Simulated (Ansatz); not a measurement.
Input file:

```yaml
crystal:
  periodic: [false, false, false]
  atoms:
    - {symbol: P, position_ang: [0.000000, 0.022885, 0.476435]}
    - {symbol: Li, position_ang: [0.000000, -0.005544, -2.589969]}
    - {symbol: H, position_ang: [0.000000, 0.675393, 2.320390]}
    - {symbol: H, position_ang: [0.000000, -1.340481, 0.874230]}
basis:
  gaussian: {orbitals: 6-31G}
correlation: {method: sc_nevpt2, electrons: outside_noble_gas, active_space: {window: {electrons: 4, orbitals: 4}}}
magnetization: {spin_polarized: true, initial_magnetization: 2}
```

```sh
$ ansatz run in.yaml --threads 1 --pin off --events-out ev --progress --plain --max-ram 2393MiB
```

(1) One thing in this input was set wrong on purpose, beside settings that are merely unusual. What is the gravest fault, and what does the program do?

Results:

(1) Active space on unrestricted orbitals. How the run ends: refused.
```
Error: invalid value for `correlation.active_space`: it starts from restricted Hartree–Fock orbitals; set hamiltonian.xc: hf without magnetization.spin_polarized
```
